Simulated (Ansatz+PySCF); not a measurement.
Results of a calculation; reference values are marked as such.
Input for PySCF 2.14.0:

```python
from pyscf import gto, scf, mp

mol = gto.M(atom="""
Li 0.000000 0.000000 -1.607820
O 0.000000 0.000000 0.354920
H 0.000000 0.829780 0.992070
H 0.000000 -0.829780 0.992070
""", basis='def2-svp', charge=1, spin=0)
mf = scf.UHF(mol)
mf.kernel()
pt = mp.MP2(mf, frozen=1).run()
print(mf.e_tot, pt.e_corr, pt.e_tot)
```

The script is written out from the run's settings.

Results

| Item | Value |
| --- | --- |
| Converged | yes |
| Reference energy | -83.24122 hartree |
| Correlation energy | -0.21035 hartree |
| Total energy | -83.45157 hartree |
